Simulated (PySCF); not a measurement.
**Which basis set comes closest?**

Molecule: `c1ccpcc1`, C$_{5}$H$_{5}$P.

Molfile (atoms numbered from 1):
```
C5H5P
     RDKit          3D

 11 11  0  0  0  0  0  0  0  0999 V2000
   -0.1661    1.1584   -0.0391 C   0  0  0  0  0  0  0  0  0  0  0  0
   -1.3691    0.4526    0.0046 C   0  0  0  0  0  0  0  0  0  0  0  0
   -1.4368   -0.9357    0.0694 C   0  0  0  0  0  0  0  0  0  0  0  0
   -0.0702   -2.0087    0.1065 P   0  0  0  0  0  0  0  0  0  0  0  0
    1.2288   -0.8558    0.0429 C   0  0  0  0  0  0  0  0  0  0  0  0
    1.0781    0.5256   -0.0205 C   0  0  0  0  0  0  0  0  0  0  0  0
   -0.1988    2.2495   -0.0896 H   0  0  0  0  0  0  0  0  0  0  0  0
   -2.3037    1.0227   -0.0132 H   0  0  0  0  0  0  0  0  0  0  0  0
   -2.4280   -1.4015    0.1001 H   0  0  0  0  0  0  0  0  0  0  0  0
    2.2463   -1.2620    0.0532 H   0  0  0  0  0  0  0  0  0  0  0  0
    1.9764    1.1507   -0.0574 H   0  0  0  0  0  0  0  0  0  0  0  0
  1  2  2  0
  2  3  1  0
  3  4  2  0
  4  5  1  0
  5  6  2  0
  6  1  1  0
  1  7  1  0
  2  8  1  0
  3  9  1  0
  5 10  1  0
  6 11  1  0
M  END
```

Geometry PBE0-D3(BJ)/def2-SVP throughout; GIAO in PySCF 2.14, gas phase, one conformer, non-relativistic; equivalent atoms averaged; functional PBE0.

Reference values (measured; solution, CHCl3; Yu. Yu. Rusakov, I. L. Rusakova, Phys. Chem. Chem. Phys. 2023, supporting information (pecS-n basis sets for 31P)): δ(P4) = 211.0 ppm vs 85 % H3PO4. Computed shifts are taken against H3PO4, calculated as an isolated molecule at each level.

How do the basis sets STO-3G, 6-31G, 6-31G*, def2-SVP, 6-311+G(2d,p), def2-TZVP perform against the reference? Times are CPU seconds on 1 thread of an AMD EPYC 7R43 64-Core, shared host.

Answers


```csv
basis set,functions,P4,abs. error P,core-s
STO-3G,39,322.3,111.3,2.5
6-31G,68,176.2,34.8,5.1
6-31G*,98,202.4,8.6,6.7
def2-SVP,113,221.8,10.8,6.9
"6-311+G(2d,p)",200,218.8,7.8,15
def2-TZVP,222,224.9,13.9,19
```

For $^{31}$P the closest is 6-311+G(2d,p) (7.8 ppm) and the furthest STO-3G (111.3 ppm). Where a smaller basis beats a larger one, errors probably cancel. One molecule is a small sample, and vibrational and solvent effects are absent from the calculation.

A small basis that lands close on one nucleus may do so by chance; judge by the trend and by all nuclei.
